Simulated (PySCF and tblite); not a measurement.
The numbers below are computed, except where a source is named.
System: C3H8S2, numbered as in [CH3:1][CH:2]([CH3:3])[S:4][SH:5].

The path came from a restrained scan, a climbing-image band and a saddle search at GFN2-xTB; energies are PBE0/pcSseg-1 + D3(BJ)//GFN2-xTB, thermal terms GFN2-xTB. Rates follow Eyring's equation with the number of equivalent paths and no tunnelling. (PySCF 2.14 with density fitting, tblite 0.8.)

Question: How high is the barrier to the rotation about the C2–S4 bond (torsion C1–C2–S4–S5 from -62° to -192°, falling), through which structure does it pass, and what rate follows at 298 K?

Answer: The electronic barrier is 3.8 kcal/mol and ΔG‡(298 K) 4.3 kcal/mol, over a C1 saddle with an imaginary mode of 60i cm⁻¹ (GFN2-xTB). With 1 equivalent path, k is 4.5×10⁹ s⁻¹, a mean lifetime of the start of 220 ps against this motion. The end lies 0.3 kcal/mol above the start in free energy.
